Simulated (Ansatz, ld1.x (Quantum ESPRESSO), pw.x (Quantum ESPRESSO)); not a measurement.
**pw.x on diamond Mg: one setting changed**

Potential: norm-conserving Troullier–Martins (Kleinman–Bylander form), ld1.x (Quantum ESPRESSO) 7.5, LDA (PW92); core [Ne], reference 3s1.75 3p0.25; waves: 3s (bound): rc 2.80 bohr; 3p (bound): rc 2.85 bohr; 3d channel at 0.2 Ry: rc 2.45 bohr; local part: all-electron potential smoothed inside 2.35 bohr (lloc = -1); core correction: a·sin(br)/r model core, default radius (core density twice the valence density).

The reference run (k-mesh 8³, cutoffs 50/200 Ry, Fermi–Dirac 0.01 Ry, mixing_beta 0.4, conv_thr 1e-9, no spin) gives -0.10 GPa at 37.617 Å³/atom, where all-electron LAPW gives -0.01 GPa. This run, with its own iteration cap, changes k-mesh shift to 1.

```
&control
  calculation='scf', prefix='x', pseudo_dir='./', outdir='./tmp', tstress=.true., disk_io='none'
/
&system
  ibrav=0, nat=2, ntyp=1, ecutwfc=50, ecutrho=200, nbnd=9,
  occupations='smearing', smearing='fd', degauss=0.01
/
&electrons
  conv_thr=1e-09, mixing_beta=0.4, electron_maxstep=50
/
ATOMIC_SPECIES
Mg 1.0 Mg.UPF
CELL_PARAMETERS angstrom
  0.00000000 3.35064219 3.35064219
  3.35064219 0.00000000 3.35064219
  3.35064219 3.35064219 0.00000000
ATOMIC_POSITIONS crystal
Mg 0.0000 0.0000 0.0000
Mg 0.2500 0.2500 0.2500
K_POINTS automatic
8 8 8 1 1 1
```

```bash
pw.x < Mg.scf.in > Mg.scf.out
```

Task: How does the run end?

Result: It converges in 7 iterations; the free energy moves by +1.3 meV/atom and the pressure by +0.03 GPa.

```
Message from routine setup:
     using ibrav=0 with symmetry is DISCOURAGED, use correct ibrav instead
     lattice parameter (alat)  =       8.9545  a.u.
     unit-cell volume          =     507.7042 (a.u.)^3
     number of electrons       =         4.00
     number of Kohn-Sham states=            9
     kinetic-energy cutoff     =      50.0000  Ry
     charge density cutoff     =     200.0000  Ry
     scf convergence threshold =      1.0E-09
     Exchange-correlation= PW
     number of k points=    60  Fermi-Dirac smearing, width (Ry)=  0.0100
     iteration #  1     ecut=    50.00 Ry     beta= 0.40
     total energy              =      -5.07470355 Ry
     estimated scf accuracy    <       0.00199793 Ry
     iteration #  2     ecut=    50.00 Ry     beta= 0.40
     total energy              =      -5.07471514 Ry
     estimated scf accuracy    <       0.00069783 Ry
     iteration #  3     ecut=    50.00 Ry     beta= 0.40
     total energy              =      -5.07473925 Ry
     estimated scf accuracy    <       0.00001287 Ry
     iteration #  4     ecut=    50.00 Ry     beta= 0.40
     total energy              =      -5.07474017 Ry
     estimated scf accuracy    <       0.00000004 Ry
     iteration #  5     ecut=    50.00 Ry     beta= 0.40
     total energy              =      -5.07474021 Ry
     estimated scf accuracy    <          1.3E-09 Ry
     iteration #  6     ecut=    50.00 Ry     beta= 0.40
     total energy              =      -5.07474021 Ry
     estimated scf accuracy    <          1.3E-09 Ry
     iteration #  7     ecut=    50.00 Ry     beta= 0.40
     the Fermi energy is     0.7505 ev
!    total energy              =      -5.07474021 Ry
     estimated scf accuracy    <          1.3E-11 Ry
     smearing contrib. (-TS)   =      -0.00570728 Ry
     The total energy is F=E-TS. E is the sum of the following terms:
     one-electron contribution =       1.51562872 Ry
     hartree contribution      =       0.11343430 Ry
     xc contribution           =      -3.29508168 Ry
     ewald contribution        =      -3.40301427 Ry
     convergence has been achieved in   7 iterations
          total   stress  (Ry/bohr**3)                   (kbar)     P=       -0.71
     Message from routine punch:
     Nothing written, as per user request (disk_io='none')
```

The run took about 17 s on one core of a shared host (AMD EPYC 9R14, 96 threads, 370 GiB, load 29).
